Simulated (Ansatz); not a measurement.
A made-up structure of AlSiH$_{4}$O (charge -1), singlet:

```
7
angstrom
O -1.6665 -0.8520 -0.7112
Al -0.2755 0.1854 -0.4524
Si 0.9145 0.5234 1.5999
H -2.1118 -0.7091 -1.5466
H -0.1808 1.1272 -1.7982
H 2.2689 0.6677 0.8974
H 0.7180 -0.9388 -0.2081
```

It is relaxed with PBE-D4/def2-SVPD and then PBE0-D4/def2-TZVPD (Ansatz 0.2.0). Atoms count as bonded within 1.22 times the sum of their covalent radii (H–H: 0.88 Å). The end point is not checked to be a true minimum.

Question: Does its bonding change? (A judgement: the text doesn't fix the answer.)

Answer: By the calculation: Yes. Formed: Si3–H7; broken: Al2–H7.

Where it ends: The first stage lowers the energy by 1.30 eV in 10 steps. It ends as AlSiH₄O ([OH][AlH][SiH2]), total charge -1:
```xyz
7
angstrom
O -1.8442 -0.6571 -0.7228
Al -0.3852 0.2785 -0.4330
Si 1.0100 0.0493 1.4666
H -2.1504 -0.6196 -1.6292
H -0.0765 1.0200 -1.8674
H 1.9484 0.9694 0.6561
H 1.1648 -1.0366 0.3102
```

Labels in which every atom is bracketed show which atoms are joined, not bond orders.

For scale, one of the runs: PBE0-D4/def2-TZVPD relaxation, 162 basis functions, launched by `ansatz run in.yaml --threads 2 --pin off --events-out ev --progress --plain --max-ram 4352MiB`. Hardware: 2 CPU threads of an Arm Neoverse V2, shared host. Wall time about 28 s.
